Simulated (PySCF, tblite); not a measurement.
Breaking a bond: NH, triplet.

Computed with: CASSCF(6,5)/6-31G (PySCF); UCCSD(T) = CCSD(T) on UHF/6-31G, 1 core orbital frozen run with PySCF 2.14.0; GFN2-xTB, 300 K electronic temperature (tblite); UHF/6-31G (PySCF).

Energies are in eV, each relative to the lowest point of its own curve near equilibrium.

| R / Å | CASSCF(6,5) | UCCSD(T) | GFN2-xTB | UHF |
|---|---|---|---|---|
| 0.84 | 1.383 | 1.393 | 1.033 | 1.168 |
| 0.89 | 0.730 | 0.734 | 0.471 | 0.562 |
| 0.93 | 0.391 | 0.390 | … | 0.263 |
| 0.97 | 0.175 | 0.172 | 0.057 | 0.088 |
| 1.00 | 0.076 | 0.073 | 0.006 | 0.021 |
| 1.04 | 0.010 | 0.008 | 0.000 | 0.000 |
| 1.07 | 0.000 | 0.000 | 0.031 | 0.024 |
| 1.10 | … | 0.019 | 0.085 | 0.076 |
| 1.16 | 0.107 | 0.118 | 0.245 | 0.238 |
| 1.21 | 0.224 | 0.244 | 0.414 | 0.412 |
| 1.30 | 0.481 | 0.523 | 0.760 | 0.757 |
| 1.41 | 0.821 | 0.895 | 1.217 | 1.121 |
| 1.57 | 1.280 | 1.403 | 1.894 | 1.429 |
| 1.70 | 1.586 | 1.746 | 2.418 | 1.542 |
| 1.87 | 1.882 | 2.084 | … | 1.602 |
| 2.07 | 2.097 | 2.337 | 3.634 | 1.622 |
| 2.30 | 2.221 | 2.486 | … | 1.625 |
| 2.52 | 2.275 | 2.547 | 4.553 | 1.624 |
| 2.82 | 2.305 | 2.573 | … | 1.622 |
| 3.13 | 2.317 | 2.580 | 5.128 | … |
| 3.68 | 2.324 | 2.584 | — | 1.622 |
| 4.20 | 2.326 | 2.585 | — | 1.623 |

Q: Fill in the missing entries.

A: 
- 0.93, GFN2-xTB: 0.204
- 1.10, CASSCF(6,5): 0.016
- 1.87, GFN2-xTB: 3.033
- 2.30, GFN2-xTB: 4.171
- 2.82, GFN2-xTB: 4.911
- 3.13, UHF: 1.621

Dashes: no converged value, or the column stops at the first point that the program doubted or that broke a chosen test of continuity, which isn't proof of a fault.

The unrestricted determinant behind UCCSD(T), UHF is spin-contaminated at 1.30 to 4.20 Å (<S²> up to 3.0, against 2.00 for a pure triplet).
